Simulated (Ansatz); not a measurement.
# Isobutene (C4H8): taking an electron away

Aim: the vertical ionisation energy of isobutene (C4H8), as cation minus neutral at the neutral's geometry, on several levels, and how well −ε(HOMO) stands in for it.

Method: unrestricted cation, the program's frozen cores in correlated methods; program: Ansatz 0.2.0, Gaussian basis.

Levels to be run: UKS PBE-D4/def2-TZVPP; UKS r2SCAN-D4/def2-TZVPP; UKS PBE0-D4/def2-TZVPP; UKS B3LYP-D4/def2-TZVPP; UKS wB97X-V/def2-TZVPP; UKS wB97M-V/def2-TZVPP; UKS B2PLYP/def2-TZVPP; UHF-CCSD(T)/def2-TZVPP; UHF-MP2/def2-QZVPP; extrapolation to the limit; then −ε(HOMO) from the neutral's earlier runs with LDA (SPW92), PBE-D4, revPBE-D4, BLYP-D4, r2SCAN-D4, B97M-V, PBE0-D4, B3LYP-D4, r2SCANh-D4, r2SCAN0-D4, HSE06-D4, BHLYP-D4, CAM-B3LYP-D4, LC-ωPBE, ωB97X-V, ωB97M-V.

## 1. The relaxed structure

The geometry comes from an earlier relaxation with PBE0-D4 in a triple-zeta def2 set; it is a stationary point, not always the lowest conformer.

SMILES `C=C(C)C`, 12 atoms, charge 0, spin multiplicity 1.

Atoms are counted from 1 here; the program's logs count them from 0.

Bond lengths: C1–C2 1.329 Å, C1–H5 1.085 Å, C1–H6 1.085 Å, C2–C3 1.496 Å, C2–C4 1.496 Å, C3–H7 1.095 Å, C3–H8 1.091 Å, C3–H9 1.095 Å, C4–H10 1.095 Å, C4–H11 1.091 Å, C4–H12 1.095 Å. Angles: C2–C1–H5 121.4°, C2–C1–H6 121.4°, H5–C1–H6 117.1°, C1–C2–C3 122.2°, C1–C2–C4 122.2°, C3–C2–C4 115.7°, C2–C3–H7 110.8°, C2–C3–H8 111.9°, C2–C3–H9 110.8°, H7–C3–H8 108.4°, H7–C3–H9 106.5°, H8–C3–H9 108.4°, C2–C4–H10 110.8°, C2–C4–H11 111.8°, C2–C4–H12 110.8°, H10–C4–H11 108.4°, H10–C4–H12 106.5°, H11–C4–H12 108.4°.

## 2. Cation, UKS PBE-D4/def2-TZVPP

File in.yaml:

```yaml
crystal:
  periodic: [false, false, false]
  atoms:
    - {symbol: C, position_ang: [-0.575114, 1.411342, -0.251052]}
    - {symbol: C, position_ang: [-0.080085, 0.196963, -0.034982]}
    - {symbol: C, position_ang: [0.053977, -0.375310, 1.340418]}
    - {symbol: C, position_ang: [0.378722, -0.686194, -1.151557]}
    - {symbol: H, position_ang: [-0.666807, 1.814659, -1.253615]}
    - {symbol: H, position_ang: [-0.904812, 2.041637, 0.567627]}
    - {symbol: H, position_ang: [-0.512766, -1.308241, 1.430062]}
    - {symbol: H, position_ang: [-0.300392, 0.317367, 2.104597]}
    - {symbol: H, position_ang: [1.098335, -0.624165, 1.557215]}
    - {symbol: H, position_ang: [-0.183499, -1.626141, -1.159238]}
    - {symbol: H, position_ang: [0.259615, -0.206273, -2.123572]}
    - {symbol: H, position_ang: [1.432845, -0.955635, -1.025912]}
basis:
  gaussian: {orbitals: def2-TZVPP}
total_charge: 1
magnetization: {spin_polarized: true, initial_magnetization: 1}
hamiltonian: {xc: pbe, dispersion: d4}
```

Launch:

```console
$ ansatz run in.yaml --threads 2 --pin off --events-out ev --progress --plain --max-ram 32768MiB --backend cpu
```

Further steps of the session: Cation, UKS r2SCAN-D4/def2-TZVPP; Cation, UKS PBE0-D4/def2-TZVPP; Cation, UKS B3LYP-D4/def2-TZVPP; Cation, UKS wB97X-V/def2-TZVPP; Cation, UKS wB97M-V/def2-TZVPP; Cation, UKS B2PLYP (frozen core)/def2-TZVPP; Cation, UHF-CCSD(T)/def2-TZVPP; Cation, UHF-MP2/def2-QZVPP.

Before running them: what should the planned runs give, taken together? Wanted: ionisation energy, CCSD(T)/CBS; nearest functional by difference; nearest −ε(HOMO); −ε(HOMO) of PBE; T1 of the cation.

**Answer**, as computed:

| quantity | value |
| --- | --- |
| ionisation energy, CCSD(T)/CBS | 9.60 eV |
| nearest functional by difference | B2PLYP (-0.28 eV) |
| nearest −ε(HOMO) | LC-ωPBE (+0.16 eV) |
| −ε(HOMO) of PBE | 5.93 eV |
| T1 of the cation | 0.016 |

What this shows: By cation minus neutral, the functionals miss by 0.48 eV at most. The PBE orbital energy is 3.7 eV too small: a semilocal HOMO is no ionisation energy. Among orbital estimates LC-ωPBE comes nearest. Hartree-Fock falls 1.67 eV short, as the neutral has more correlation energy than the cation.
